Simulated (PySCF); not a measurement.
Process, species as SMILES: N#C (CH-N) → [C-]#[NH+] (C-NH)
B3LYP-D3(BJ)/def2-TZVP geometries, fixed; electronic energies without zero-point terms.
Largest species:
```
C
N 1 1.1462
H 1 1.0667 2 180.00
```
Charge 0, spin multiplicity 1.

Effect of the grid level at M06-2X/aug-cc-pVTZ with PySCF, against the last row, where the isomerisation energy is 12.89 kcal/mol. Cost is core time over that of grids.level: 2, rough, on shared machines of one kind; a dash marks a row that isn't timed (too short, read off another run, short of memory, by another algorithm or on other hardware).

| setting | grid points, largest species | largest shift of a total energy (mEh) | shift of the isomerisation energy (kcal/mol) | cost |
|---|---|---|---|---|
| grids.level: 0 | 2768 | -26.117 | -0.015 | - |
| grids.level: 1 | 12776 | -0.134 | 0.011 | - |
| grids.level: 2 | 27576 | -0.004 | -0.002 | 1× |
| grids.level: 3 | 37832 | 0.007 | -0.007 | 1× |
| grids.level: 4 | 72192 | -0.002 | -0.001 | 2× |
| grids.level: 5 | 108632 | 0.001 | 0.001 | 3× |
| grids.level: 7 | 221568 | 0.000 | 0.000 | 7× |

Within 0.02 kcal/mol in the isomerisation energy: grids.level: 0; grids.level: 1; grids.level: 2; grids.level: 3; grids.level: 4; grids.level: 5. The largest shift is 26.117 mEh in a total energy and 0.015 kcal/mol in the difference.
